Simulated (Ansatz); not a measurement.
## W, bcc: how the functional moves the structure

All rows: Ansatz, plane waves with scalar-relativistic PAW, 420 eV (500 eV for the SCAN forms), relaxed under each functional, no dispersion correction, no zero-point motion. B₀ comes from uniform scaling at fixed shape; a dash is a value not given.

The measured cell (COD entry 9008558) has a = 3.165 Å, 15.85 Å³/atom.

```csv
functional,V (Å³/atom),cell,B₀ (GPa),magnetic state
PBE,16.14,a = 3.184 Å,303,spin not included
r²SCAN,15.92,a = 3.170 Å,319,spin not included
PBEsol,15.70,a = 3.155 Å,323,spin not included
LDA,15.41,a = 3.135 Å,335,spin not included
revPBE,16.29,a = 3.194 Å,296,spin not included
RPBE,16.35,a = 3.198 Å,293,spin not included
BLYP,16.69,a = 3.220 Å,274,spin not included
```

LDA gives the smallest volume and BLYP the largest.
